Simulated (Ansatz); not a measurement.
in.yaml

```yaml
crystal:
  periodic: [false, false, false]
  atoms:
    - {symbol: N, position_ang: [-0.166036, -0.031601, -0.049186]}
    - {symbol: H, position_ang: [-0.463316, 0.936233, -0.049186]}
    - {symbol: H, position_ang: [-0.463315, -0.433900, 0.831073]}
    - {symbol: H, position_ang: [1.135964, -0.031600, -0.049187]}
    - {symbol: H, position_ang: [2.097964, -0.031600, -0.049187]}
basis:
  gaussian: {orbitals: def2-TZVP}
magnetization: {spin_polarized: true, initial_magnetization: 1}
correlation: {method: ccsd, electrons: valence}
output: {forces: true}
```

```sh
$ ansatz run in.yaml --threads 1 --pin off --events-out ev --progress --plain --max-ram 2393MiB
```

Log:

```
399 factors; integrals over basis functions are off by at most 1.0e-3 eV
mean field evaluation 1: about -1540.2256 eV, gradient 1.9e1 eV
mean field evaluation 2: about -1540.2243 eV, gradient 1.9e1 eV
mean field evaluation 4: about -1542.1430 eV, gradient 2.4e0 eV
mean field evaluation 8: about -1542.2345 eV, gradient 1.2e-2 eV
mean field evaluation 16: about -1542.1456 eV, gradient 2.4e0 eV
mean field evaluation 32: about -1539.9427 eV, gradient 1.1e-1 eV
mean field -1542.23447222 eV, -56.6760714900 hartree, gradient 1.7e-6 eV, S^2 0.804433; 1 other end points of the search recorded, 0 dependent functions left out
determinant -1542.23447222 eV, -56.6760714900 hartree, with singles and doubles -1549.07300869 eV, -56.9273830700 hartree
determinant -1539.94273829 eV, -56.5918518214 hartree, with singles and doubles -1546.67555997 eV, -56.8392784545 hartree
1 core orbitals not correlated: weight in the atoms' cores, before any rotation towards them, 1.000 or more for the frozen orbitals, at most 0.000 for the correlated occupied ones
reference -1542.23447222 eV, -56.6760714900 hartree; 5, 4 occupied and 49, 50 virtual orbitals, 399 factors
second order -6.14449317 eV of doubles, -0.00000000 eV of singles
cycle   1  -6.77806695 eV  change   -4.8e-1 eV  update   1.7e-2
cycle   2  -6.79336404 eV  change   -1.5e-2 eV  update   4.7e-3
cycle   3  -6.79472979 eV  change   -1.4e-3 eV  update   2.3e-3
cycle   4  -6.79668732 eV  change   -2.0e-3 eV  update   1.2e-3
cycle   5  -6.79745019 eV  change   -7.6e-4 eV  update   6.9e-4
cycle   6  -6.79769278 eV  change   -2.4e-4 eV  update   4.1e-4
cycle   7  -6.79767680 eV  change    1.6e-5 eV  update   2.3e-4
cycle   8  -6.79753109 eV  change    1.5e-4 eV  update   1.2e-4
cycle   9  -6.79751275 eV  change    1.8e-5 eV  update   4.4e-5
cycle  10  -6.79752618 eV  change   -1.3e-5 eV  update   1.7e-5
cycle  11  -6.79753077 eV  change   -4.6e-6 eV  update   6.5e-6
cycle  12  -6.79753231 eV  change   -1.5e-6 eV  update   2.3e-6
cycle  13  -6.79753163 eV  change    6.8e-7 eV  update   7.5e-7
the calculation of the forces begins
Total energy: -1549.03200385 eV, -56.9258761698 hartree
Atom 0 at    -0.166036    -0.031601    -0.049186 Å, force     0.451488    -0.532892    -0.829452 eV/Å
Atom 1 at    -0.463316     0.936233    -0.049186 Å, force     0.224521     0.435911     0.184735 eV/Å
Atom 2 at    -0.463315    -0.433900     0.831073 Å, force     0.224521    -0.013176     0.473257 eV/Å
Atom 3 at     1.135964    -0.031600    -0.049187 Å, force    -0.358742    -0.003378    -0.005258 eV/Å
Atom 4 at     2.097964    -0.031600    -0.049187 Å, force    -0.541788     0.113535     0.176718 eV/Å
Dipole moment:    -0.083023     0.175323     0.272892 e Å
```

Forces (eV/Å):
```
N    0.451 -0.533 -0.829
H    0.225  0.436  0.185
H    0.225 -0.013  0.473
H   -0.359 -0.003 -0.005
H   -0.542  0.114  0.177
```

Ran on 1 thread of AMD EPYC 7R43, shared host: 5.5 s wall, 0.21 GiB peak host memory.
